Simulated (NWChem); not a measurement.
P, quartet

All runs: NWChem. Pople sets run with spherical d functions. Spin-unrestricted. No stability test was run on the SCF state.

**Question.** Taking UHF/6-311++G** as the yardstick, which of these has the fewest basis functions while keeping “highest occupied level (eV)” within 0.1 eV of it: UHF/3-21G; UHF/6-31+G*; UHF/STO-3G; UHF/6-31G*; UHF/6-311G**?

**Answer.** UHF/3-21G.
```csv
level,basis functions,highest occupied level (eV)
UHF/STO-3G,9,-6.65
UHF/3-21G,13,-10.62
UHF/6-31G*,18,-10.64
UHF/6-31+G*,22,-10.67
UHF/6-311G**,26,-10.69
UHF/6-311++G**,30,-10.67
```

The yardstick is one finite set, not the basis-set limit.
